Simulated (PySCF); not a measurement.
**Induced dipoles and field energies**

Compound: C6H10.
Geometry (GFN2-xTB, Å), atoms numbered from 1 in this order:
```xyz
16
C6H10 angstrom
C      2.7394    0.2822    0.1830
C      1.6129   -0.1487   -0.3606
C      0.3226   -0.1999    0.3373
C     -0.6584   -1.3026    0.0170
C     -0.9520    0.0960   -0.4172
C     -2.0483    0.8860    0.2494
H      3.6648    0.3062   -0.3656
H      2.7787    0.6293    1.2023
H      1.6013   -0.4929   -1.3874
H      0.3609    0.1297    1.3688
H     -0.3749   -2.0300   -0.7289
H     -1.2303   -1.7168    0.8336
H     -0.8421    0.3104   -1.4741
H     -3.0069    0.6802   -0.2257
H     -1.8516    1.9545    0.1721
H     -2.1239    0.6250    1.3027
```

Level: PBE0/def2-SVPD (PySCF); nuclei fixed, core orbitals frozen in the response. Permanent dipole (-0.692, -0.022, -0.065) D (1 au = 2.5417 D). Static polarisability (au):

```
x   93.64  3.53  3.18
y    3.53 63.95  2.36
z    3.18  2.36 61.25
```

Only the terms in μ and α are kept: μ(F) = μ + αF and ΔE = −μ·F − ½ F·αF.

Task: A field of 0.003 au (0.154 V/Å) is applied along each axis in both senses. Find the induced dipole, the size of the total dipole and the two energy terms.

Result: 
| field along | induced x (D) | induced y (D) | induced z (D) | total size (D) | −μ·F (kJ/mol) | −½F·αF (kJ/mol) |
| --- | --- | --- | --- | --- | --- | --- |
| +x | 0.714 | 0.027 | 0.024 | 0.047 | +2.144 | -1.106 |
| −x | -0.714 | -0.027 | -0.024 | 1.410 | -2.144 | -1.106 |
| +y | 0.027 | 0.488 | 0.018 | 0.813 | +0.068 | -0.756 |
| −y | -0.027 | -0.488 | -0.018 | 0.885 | -0.068 | -0.756 |
| +z | 0.024 | 0.018 | 0.467 | 0.779 | +0.201 | -0.724 |
| −z | -0.024 | -0.018 | -0.467 | 0.893 | -0.201 | -0.724 |

Task: For the field (-0.0021, 0.0021, -0.0021) au, what is the induced dipole, and what angle does it make with the field?

Result: αF = (-0.498, 0.310, -0.331) D, at 12.5° to the field. The polarisability along this direction, F·αF/F², is 71.14 au, against a mean of 72.95 au.

Task: Which field along μ doubles the dipole in that direction (linear response)?

Result: The polarisability along the dipole is 94.16 au, so F = 0.2736 au / 94.16 au = 0.0029 au = 0.15 V/Å; higher-order terms are ignored.

Task: What field makes μF equal to kT at 298 K?

Result: kT = 0.9437 × 10⁻³ Eh, so F = 0.00345 au = 17.7 MV/cm.

Task: A unit point charge sits 8 Å away. Estimate the induction energy −αe²/2R⁴ with the mean polarisability, treating the molecule as a point.

Result: R = 15.12 bohr, so the energy is −72.9/(2 × 15.12⁴) Eh = -1.83 kJ/mol. The charge–dipole term at its most favourable orientation, −μe/R², is -3.14 kJ/mol.

Isolated species at its GFN2-xTB geometry (one conformer only).
